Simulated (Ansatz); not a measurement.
**A basis-limit estimate, worked out**

An elementary step of SiPNH8, closed shell (SiNH₅ ([NH2][SiH3]) + PH₃ → SiPH₅ ([SiH3][PH2]) + NH₃; bonds formed: Si1–P7, N2–H6; bonds broken: Si1–N2, H6–P7). “Start” is the structure reached by relaxing down from the saddle towards the reactants; PBE0-D4/def2-TZVP structures. The saddle:

```tsv
atom	x (Å)	y (Å)	z (Å)
Si1	-1.0841	-0.5537	0.4773
N2	0.7497	-0.4414	0.7816
H3	-1.7707	0.7220	0.7387
H4	-1.3998	-1.4427	1.6464
H5	-1.4001	-1.3373	-0.7281
H6	0.9031	0.2239	-0.0944
P7	-0.0341	1.1948	-1.6706
H8	1.0012	-0.0041	1.6661
H9	1.2418	-1.3289	0.6984
H10	0.7003	2.3000	-1.1488
H11	1.0930	0.6673	-2.3667
```

Ansatz 0.2.0; basis: def2-TZVPP and def2-QZVPP; cores frozen in the correlated methods.

Energies in eV:

| quantity | saddle | start |
| --- | --- | --- |
| Hartree–Fock, triple zeta (X = 3) | -18741.76046 | -18744.09229 |
| Hartree–Fock, quadruple zeta (X = 4) | -18742.37038 | -18744.70464 |
| MP2 correlation, X = 3 | -14.91561 | -14.31018 |
| MP2 correlation, X = 4 | -15.97858 | -15.34418 |
| CCSD(T) correlation, X = 3 | -17.00005 | -16.44163 |

Q: Work out the barrier at the basis limit: extrapolate Hartree–Fock as E(X) = E∞ + A exp(−7.88 √X) and the MP2 correlation as E(X) = E∞ + B X^−2.97 (the exponents that Neese and Valeev fitted for def2-TZVPP and QZVPP), then add CCSD(T) − MP2 in triple zeta.

A: Each step is linear, so take the differences first (saddle − start): Hartree–Fock 2.33183 (X = 3) and 2.33426 (X = 4); MP2 correlation -0.60543 and -0.63440; CCSD(T) correlation -0.55842.
Two points give E∞ = E(4) + w [E(4) − E(3)], with w = 1/(exp(7.88 (2 − √3)) − 1) = 0.1377 for Hartree–Fock and w = 1/((4/3)^2.97 − 1) = 0.7407 for the correlation.
Hartree–Fock: 2.33426 + 0.1377 × 0.00243 = 2.3346 eV.
MP2 correlation: -0.63440 + 0.7407 × (-0.02897) = -0.6559 eV.
CCSD(T) − MP2: -0.55842 − (-0.60543) = 0.0470 eV.
Sum: 2.3346 + (-0.6559) + 0.0470 = 1.7257 eV, or 39.80 kcal/mol. Plain CCSD(T) in triple zeta gives 1.7734 eV, so the larger basis shifts the result by -0.0477 eV.

The T1 diagnostic stays at or below 0.014.

Labels in which every atom is bracketed show which atoms are joined, not bond orders.

For scale, one of the runs: CCSD(T)/def2-TZVPP, 227 basis functions, launched by `ansatz run in.yaml --threads 4 --pin off --events-out ev --progress --plain --max-ram 9574MiB`. Time: 59 s of wall clock on 4 CPU threads of an Arm Neoverse V1; the host was shared. Peak host memory: 3.5 GiB.
